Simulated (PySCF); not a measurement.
C3H3FN2.
Cartesian coordinates in Å at the GFN2-xTB level; atoms count from 1:
```
atom  x, y, z in Å
F1     2.2098    0.3723    0.5260
C2     0.9399    0.0956    0.2078
C3     0.4178   -1.1461   -0.1789
N4    -0.8742   -1.0282   -0.4124
N5    -1.1816    0.2415   -0.1866
C6    -0.1166    0.9779    0.1950
H7     0.9230   -2.0827   -0.2901
H8    -2.1321    0.5538   -0.3067
H9    -0.1724    2.0219    0.4207
```

The closed-shell ground state was solved at several levels (PySCF, density fitting, gas phase, non-relativistic).

```csv
level,basis functions,total energy (Eh),HOMO (eV),LUMO (eV),gap (eV),dipole (D)
PBE0/def2-SVPD,147,-324.8607,-7.27,0.10,7.37,2.45
PBE0/pcSseg-1,117,-325.0454,-7.21,0.24,7.45,2.46
CAM-B3LYP/def2-SVPD,147,-325.0772,-8.60,1.21,9.81,2.49
```

**Question.** Estimate the row for B3LYP/pcJ-1, a basis of 192 functions; the other rows only guide the guess.

**Answer.** Total energy -325.4341 Eh, HOMO -6.95 eV, LUMO 0.02 eV, gap 6.97 eV, dipole 2.48 D.

**Question.** Over all these levels, which gives the widest orbital gap and which the narrowest?

**Answer.** CAM-B3LYP/def2-SVPD (range-separated hybrid) has the widest, 9.81 eV, and B3LYP/pcJ-1 (global hybrid, 20 % exact exchange) the narrowest, 6.97 eV. Functional and basis both differ between the two, so the spread mixes both effects.

**Question.** How far do the dipole and the HOMO energy spread over the levels?

**Answer.** The dipole runs from 2.45 to 2.49 D (mean 2.47 D) and the HOMO from -8.60 to -6.95 eV.
